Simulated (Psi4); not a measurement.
# SVWN5/cc-pVTZ run of NaLi (lithium sodium)

Aim: the vertical ionisation energy of NaLi (lithium sodium) at SVWN5/cc-pVTZ, from 2 runs. 

The calculation is run with Psi4 1.11.

4 further runs of the same task are left out: 2 that didn't finish, 2 set aside as unsound or not needed.

### Step 1. The system as given

NaLi has 2 atoms, charge 0, and is taken as a singlet. As SMILES, `[Li][Na]`. Geometry: the measured bond length.

Bond lengths: Li1–Na2 2.810 Å.

### Step 2. Energy and forces at SVWN5/cc-pVTZ

Input file calc.in:

```
memory 1.6 GB

molecule {
  0 1
  Li     0.000000     0.000000     0.000000
  Na     0.000000     0.000000     2.810000
  symmetry c1
}

set {
  basis                cc-pVTZ
  reference            rks
  puream               true
  e_convergence        1e-09
  d_convergence        1e-08
  scf_type             pk
  dft_radial_points    99
  dft_spherical_points 590
}

e_tot, wfn = gradient('scf', dft_functional={"name": "SVWN5", "x_functionals": {"LDA_X": {}}, "c_functionals": {"LDA_C_VWN": {}}}, return_wfn=True)
```

Launch:

```
$ psi4 -i calc.in -o calc.out -n 1
```

calc.out:

```text
[...]
  Running in c1 symmetry.
[...]
  Nuclear repulsion =    6.214536637761565
[...]
  Multiplicity = 1
[...]
  Nalpha       = 7
  Nbeta        = 7
[...]
    Number of basis functions: 64
[...]
   @RKS iter   1:  -168.78280797857926   -1.15559e-01   1.67971e-03 DIIS/ADIIS
[...]
   @RKS iter   9:  -168.81476966210175   -5.02212e-11   2.53509e-09 DIIS
[...]
    Orbital Energies [Eh]
    ---------------------
    Doubly Occupied:
       1A    -37.721629     2A     -2.040871     3A     -1.848403
       4A     -1.039308     5A     -1.039047     6A     -1.039047
       7A     -0.119413
[...]
  @RKS Final Energy:  -168.81476966210175
   => Energetics <=
    Nuclear Repulsion Energy =              6.2145366377615652
    One-Electron Energy =                -249.9928499357786791
    Two-Electron Energy =                  90.1960369868446179
    DFT Exchange-Correlation Energy =     -15.2324933509292482
    Empirical Dispersion Energy =           0.0000000000000000
    VV10 Nonlocal Energy =                  0.0000000000000000
    Total Energy =                       -168.8147696621017531
[...]
 Multipole Moments:
 ------------------------------------------------------------------------------------
     Multipole            Electronic (a.u.)      Nuclear  (a.u.)        Total (a.u.)
 ------------------------------------------------------------------------------------
 L = 1.  Multiply by 2.5417464519 to convert [e a0] to [Debye]
 Dipole X            :         -0.0000000            0.0000000           -0.0000000
 Dipole Y            :          0.0000000            0.0000000            0.0000000
 Dipole Z            :         -1.5195635            1.4523474           -0.0672161
 Magnitude           :                                                    0.0672161
[...]
  -Total Gradient:
     Atom            X                  Y                   Z
    ------   -----------------  -----------------  -----------------
       1        0.000000000000     0.000000000000     0.001372578679
       2       -0.000000000000     0.000000000000    -0.001372387940
[...]
```

Wall time 42 s (1 thread of AMD EPYC (Zen 3), shared host); peak memory 0.81 GiB.

### Step 3. The doublet cation, same level

Input file lina.in:

```
memory 1600 MB

molecule system {
  1 2
  Li
  Na 1 2.81
  units angstrom
  symmetry c1
  no_reorient
  no_com
}

set basis cc-pVTZ
set reference uks
set puream true
set e_convergence 1e-09
set d_convergence 1e-08
set scf_type pk
set dft_radial_points 99
set dft_spherical_points 590
set maxiter 100

energy_value, wavefunction = gradient('scf', dft_functional={"name": "SVWN5", "x_functionals": {"LDA_X": {}}, "c_functionals": {"LDA_C_VWN": {}}}, return_wfn=True)
```

Launch:

```
$ psi4 -n 1 lina.in lina.out
```

lina.out:

```text
[...]
  Running in c1 symmetry.
[...]
  Nuclear repulsion =    6.214536637761565
[...]
  Multiplicity = 2
[...]
  Nalpha       = 7
  Nbeta        = 6
[...]
    Number of basis functions: 64
[...]
   @UKS iter   1:  -168.61843200427450    4.88174e-02   5.53570e-04 DIIS/ADIIS
[...]
   @UKS iter   7:  -168.61919474724530   -2.72848e-12   1.77138e-09 DIIS
[...]
   @S^2 Observed:                7.500398864E-01
[...]
    Orbital Energies [Eh]
    ---------------------
    Alpha Occupied:
       1A    -37.940424     2A     -2.259548     3A     -2.073926
       4A     -1.257884     5A     -1.257475     6A     -1.257475
       7A     -0.315754
    Alpha Virtual:
       8A     -0.211661     9A     -0.209469    10A     -0.209469
      11A     -0.170688    12A     -0.126574    13A     -0.126574
      14A     -0.089694    15A     -0.068546    16A     -0.067764
      17A     -0.067764    18A     -0.061419    19A     -0.061419
      20A     -0.052681    21A     -0.036795    22A     -0.036795
      23A     -0.032929    24A     -0.012654    25A     -0.012654
[...]
  @UKS Final Energy:  -168.61919474724530
   => Energetics <=
    Nuclear Repulsion Energy =              6.2145366377615652
    One-Electron Energy =                -246.9915121296443772
    Two-Electron Energy =                  87.2667882388488749
    DFT Exchange-Correlation Energy =     -15.1090074942113759
    Empirical Dispersion Energy =           0.0000000000000000
    VV10 Nonlocal Energy =                  0.0000000000000000
    Total Energy =                       -168.6191947472453023
[...]
 Multipole Moments:
 ------------------------------------------------------------------------------------
     Multipole            Electronic (a.u.)      Nuclear  (a.u.)        Total (a.u.)
 ------------------------------------------------------------------------------------
 L = 1.  Multiply by 2.5417464519 to convert [e a0] to [Debye]
 Dipole X            :         -0.0000000            0.0000000           -0.0000000
 Dipole Y            :         -0.0000000            0.0000000           -0.0000000
 Dipole Z            :         -2.8620101            1.4523474           -1.4096627
 Magnitude           :                                                    1.4096627
[...]
  -Total Gradient:
     Atom            X                  Y                   Z
    ------   -----------------  -----------------  -----------------
       1       -0.000000000000    -0.000000000000     0.010809950004
       2       -0.000000000000    -0.000000000000    -0.010809751131
[...]
```

Run time: 46 s. Hardware: 1 thread of AMD EPYC (Zen 3), shared host; peak memory 0.81 GiB.

### Step 4. Summary of results

At SVWN5/cc-pVTZ:

| quantity | value |
| --- | --- |
| singlet NaLi: total energy | -168.81477 Eh |
| singlet NaLi: dipole moment | 0.17 D |
| singlet NaLi: HOMO energy | -3.25 eV |
| singlet NaLi: LUMO energy | -1.85 eV |
| singlet NaLi: HOMO–LUMO gap | 1.40 eV |
| singlet NaLi: largest force on an atom | 0.071 eV/Å |
| doublet cation: total energy | -168.61919 Eh |
| doublet cation: HOMO energy (highest over α and β) | -8.59 eV |
| doublet cation: LUMO energy (lowest over α and β) | -7.33 eV |
| doublet cation: ⟨S²⟩ | 0.750 |
| doublet cation: largest force on an atom | 0.556 eV/Å |
| vertical ionisation energy (to the doublet cation) | 5.322 eV |

What this shows: The vertical ionisation energy comes to 5.32 eV (513 kJ/mol). −ε(HOMO) before ionisation, 3.25 eV, is 2.07 eV below this ionisation energy.
